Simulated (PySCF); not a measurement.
# How well do the runs reproduce experiment for C4H8?

**Experimental background.**

From NIST CCCBDB Release 22 (SRD 101), experimental dipoles, for the gas: dipole moment 0.503 ± 0.009 D.

The runs below try to reproduce these values; the comparison stands at the end.

Compound: C4H8.
Atom-mapped SMILES: `[CH2:1]=[C:2]([CH3:3])[CH3:4]` (hydrogens: H5, H6 on C1; H7, H8, H9 on C3; H10, H11, H12 on C4)

Cartesian coordinates in Å at the PBE0-D3(BJ)/def2-SVP level; atoms count from 1:
```xyz
12
C4H8 angstrom
C      1.356   -0.415    0.640
C      0.191   -0.059    0.087
C     -1.091   -0.773    0.397
C      0.084    1.077   -0.886
H      2.284    0.113    0.404
H      1.421   -1.247    1.347
H     -1.833   -0.078    0.828
H     -0.942   -1.600    1.105
H     -1.545   -1.182   -0.522
H      1.055    1.560   -1.064
H     -0.310    0.725   -1.855
H     -0.623    1.843   -0.523
```

Runs made with PySCF (gas phase, on this PBE0-D3(BJ)/def2-SVP geometry; no spin–orbit coupling):

```tsv
level	job	basis functions	wall time
PBE0-D3(BJ)/def2-SVP, grid level 1	geometry optimisation from a GFN2-xTB start shaken at random	96	32 s
```

Hardware: an Arm Neoverse N1 with one thread (shared host).

Results beside the measurements:

**Dipole moment.** Measured: 0.503 D (NIST CCCBDB Release 22 (SRD 101), experimental dipoles).

```csv
level,computed (D),computed − measured (D),% (from the printed values)
PBE0-D3(BJ)/def2-SVP,0.595,+0.092,+18
```

The computed dipoles belong to one fixed geometry; measured ones are averaged over vibrations unless marked μe. Magnitudes are compared, not signs.

No measured geometry was used, and the causes of the misses weren't examined.
